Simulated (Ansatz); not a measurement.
This geometry of CHO2S (5 atoms, charge -1, multiplicity 1) is a first-order saddle point.

Method: RKS r2SCAN-D4/def2-SVPD (Ansatz 0.2.0).

```xyz
5
Properties=species:S:1:pos:R:3
O 1.044 0.080 1.081
C 0.276 -0.263 0.197
O -0.056 0.740 -0.785
S -0.465 -1.792 -0.072
H -0.799 1.234 -0.420
```

(1) Which two structures does it join? (They come from a converged band through this point; their orientation in space is the band's.)

(2) How far does it lie above each of them?

Results:

(1) No bond is made or broken. The dihedral S4–C2–O3–H5 goes from 180 to 0°.

Image 0:

```xyz
5
Properties=species:S:1:pos:R:3
O 0.748 0.238 1.098
C 0.172 -0.291 0.146
O -0.604 0.560 -0.654
S 0.169 -1.931 -0.365
H -0.485 1.423 -0.225
```

Image 10:

```xyz
5
Properties=species:S:1:pos:R:3
O 0.954 0.114 1.341
C 0.279 -0.103 0.350
O -0.380 0.990 -0.215
S -0.006 -1.601 -0.503
H -0.846 0.601 -0.973
```

(2) 9.4 kcal/mol above the first and 13.0 kcal/mol above the second. This is the barrier of this one path; another mechanism may lie lower. Limits of this set-up: the dipole of an ion depends on the origin.

The run took 3.2 min on 2 threads of Arm Neoverse V2, with other jobs on the host, peak memory 0.17 GiB.
